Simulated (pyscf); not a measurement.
Thermochemistry of product channels of F–Zr(F)(F)–F (SMILES [F][Zr]([F])([F])[F]) + H• (SMILES [H]) on the doublet surface, in kJ/mol, from ωB97M-D3(BJ)/def2-TZVP energies (ideal gas, 1 atm, RRHO with modes under 100 cm⁻¹ raised to 100, one conformer, R ln 2 for rigid chiral ones). Single points on ωB97X-D3(BJ)/def2-SVP structures (PySCF, gas phase).

```
products                                                                    ΔE  ΔH(298 K)  ΔG(900 K)  ΔG(1200 K)
----------------------------------------------------------------------  ------  ---------  ---------  ----------
F• (SMILES [F]) + F–ZrH(F)–F (SMILES [F][ZrH]([F])[F])                  +324.4     +332.6     +312.1      +306.7
HF (SMILES F) + F–Zr–F (SMILES [F][Zr][F]) [triplet] + F• (SMILES [F])  +742.2     +755.8     +602.8      +555.8
F–F (SMILES FF) + [F–ZrH–F]• (SMILES [F][ZrH][F])                       +832.5     +838.2     +784.7      +770.3
HF (SMILES F) + [F–Zr(F)–F]• (SMILES [F][Zr]([F])[F])                    +72.8      +89.9      +52.0       +42.8
```

These are energies of the channels, which say nothing of barriers. Left out: orbital degeneracy and the spin-orbit lowering of F. Open-shell species with a d-block atom are single-reference here; other states, and whether the spin sits on metal or ligand, were not checked. Elements past Kr carry the def2 core potentials, without spin-orbit coupling.
